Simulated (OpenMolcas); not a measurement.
**BF (SMILES [B]F): PW91/aug-pcseg-2**

Aim: the vertical ionisation energy of BF at PW91/aug-pcseg-2, from 2 runs. 

The calculation is run with OpenMolcas 26.06.

## 1. Starting point

The species is BF (2 atoms), meant as a singlet with charge 0. SMILES: `[B]F`. Geometry: relaxed at PBE0-D4/def2-TZVP.

Bond lengths: B1–F2 1.263 Å.

## 2. A single-point energy at PW91/aug-pcseg-2

job.inp reads:

```
>>> EXPORT MOLCAS_PRINT=2
&gateway
baslib=$CurrDir
coord
2
angstrom
B        0.000000       0.000000      -0.009350
F        0.000000       0.000000       1.253740
basis=aug-pcseg-2
group=NoSym
&seward
&scf
ksdft=2
1.0 GGA_X_PW91
1.0 GGA_C_PW91
prorbitals=1 1
```

The basis set aug-pcseg-2 is read from a file made from the Basis Set Exchange's data (not shown).

On the command line:

```
$ export MOLCAS_MEM=1860
$ pymolcas job.inp > job.log
```

What it wrote:

```text
--- Start Module: gateway ---
[...]
--- Stop Module: gateway /rc=_RC_ALL_IS_WELL_ ---
--- Start Module: seward ---
[...]
      Basis functions           92
--- Stop Module: seward /rc=_RC_ALL_IS_WELL_ ---
[...]
--- Start Module: scf ---
[...]
       Convergence after  12 Iterations
[...]
::    Total KS-DFT energy                            -124.6692419831
[...]
      Total spin, S                                     0.0000000000
[...]
      Total electronic charge=   14.000000
      Total            charge=   -0.000000
[...]
      Dipole Moment (debye):
      Origin of the operator (angstrom)=    0.0000    0.0000    0.7903
                   X= -5.1683E-15               Y= -3.5868E-15               Z=  1.0562E+00           Total=  1.0562E+00
      Quadrupole Moment (debye*angstrom):
[...]
--- Stop Module: scf /rc=_RC_ALL_IS_WELL_ ---
[...]
```

Wall time 5.7 s (1 thread of Arm Neoverse V1, shared host); peak memory 0.51 GiB.

## 3. The doublet cation at the same level

job.input reads:

```
* BF Kohn-Sham DFT

&GATEWAY
 BasLib=$CurrDir
 Coord
 2
 angstrom
 B        0.000000       0.000000      -0.009350
 F        0.000000       0.000000       1.253740
 Basis=aug-pcseg-2
 Group=NoSym

&SEWARD

&SCF
 UHF
 Charge=1
 Spin=2
 KSDFT=2
 1.0 GGA_X_PW91
 1.0 GGA_C_PW91
 PrOrbitals=1 1
```

The basis set aug-pcseg-2 is read from a file made from the Basis Set Exchange's data (not shown).

On the command line:

```
$ export MOLCAS_MEM=1860
$ pymolcas job.input > job.log
```

What it wrote:

```text
--- Start Module: gateway ---
[...]
--- Stop Module: gateway /rc=_RC_ALL_IS_WELL_ ---
--- Start Module: seward ---
[...]
      Basis functions           92
--- Stop Module: seward /rc=_RC_ALL_IS_WELL_ ---
[...]
--- Start Module: scf ---
[...]
       Convergence after  14 Iterations
[...]
::    Total KS-DFT energy                            -124.2673566345
[...]
      Total spin, S                                     0.5020273444
[...]
      Total electronic charge=   13.000000
      Total            charge=    1.000000
[...]
      Dipole Moment (debye):
      Origin of the operator (angstrom)=    0.0000    0.0000    0.7903
                   X= -8.4169E-16               Y= -1.5715E-16               Z= -3.4992E+00           Total=  3.4992E+00
      Center of Charge (angstrom)
[...]
--- Stop Module: scf /rc=_RC_ALL_IS_WELL_ ---
[...]
```

Wall time 8.1 s (1 thread of Arm Neoverse V1, shared host); peak memory 0.51 GiB.

## 4. What came out

Level: PW91/aug-pcseg-2.

| quantity | value |
| --- | --- |
| singlet BF: total energy | -124.66924 Eh |
| singlet BF: dipole moment | 1.06 D |
| singlet BF: HOMO energy | -6.83 eV |
| singlet BF: LUMO energy | -2.20 eV |
| singlet BF: HOMO–LUMO gap | 4.63 eV |
| doublet cation: total energy | -124.26736 Eh |
| doublet cation: HOMO energy (highest over α and β) | -18.19 eV |
| doublet cation: LUMO energy (lowest over α and β) | -14.87 eV |
| doublet cation: ⟨S²⟩ | 0.754 |
| vertical ionisation energy (to the doublet cation) | 10.936 eV |

What this shows: The vertical ionisation energy comes to 10.94 eV (252 kcal/mol). The negative HOMO energy of the first species, 6.83 eV, lies 4.11 eV below that difference.
